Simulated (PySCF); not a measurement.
BeH, SMILES [BeH+], charge +1.

Geometry: PBE0-D3(BJ)/def2-TZVPD. The multiplicity is an assumed one; other spin states were not compared.

These are TDDFT-CAM-B3LYP/def2-TZVPD (PySCF) values and carry that method's errors.

Vertical excitations; the highest root listed may be one member of a degenerate set. Isolated molecule, no solvent. State labels are in the subgroup C2v.

Computed lowest excited states:
```tsv
state	symmetry	energy (eV)	λ (nm)	f	main pairs
S1	A1	5.43	229	0.134	HOMO→LUMO 100 %
S2	B2	7.64	162	0.241	HOMO→LUMO+2 (degenerate set)
S3	B1	7.64	162	0.241	HOMO→LUMO+1 (degenerate set)
S4	A1	12.92	96	0.013	HOMO→LUMO+3 95 %
S5	A1	13.61	91	0.065	HOMO→LUMO+4 84 %
S6	B2	13.77	90	0.021	HOMO→LUMO+6 (degenerate set)
S7	B1	13.77	90	0.021	HOMO→LUMO+5 (degenerate set)
S8	A1	13.79	90	0.180	HOMO→LUMO+7 88 %
S9	B1	15.24	81	0.153	HOMO→LUMO+8 (degenerate set)
S10	B2	15.24	81	0.153	HOMO→LUMO+9 (degenerate set)
T1	A1	3.78	328	0	HOMO→LUMO 98 %
T2	B1	5.93	209	0	HOMO→LUMO+1 (degenerate set)
T3	B2	5.93	209	0	HOMO→LUMO+2 (degenerate set)
T4	A1	11.82	105	0	HOMO→LUMO+7 78 %, HOMO→LUMO+3 13 %
```
Triplets are in the Tamm–Dancoff approximation, which puts them higher than full response would, so one can lie above its singlet here.
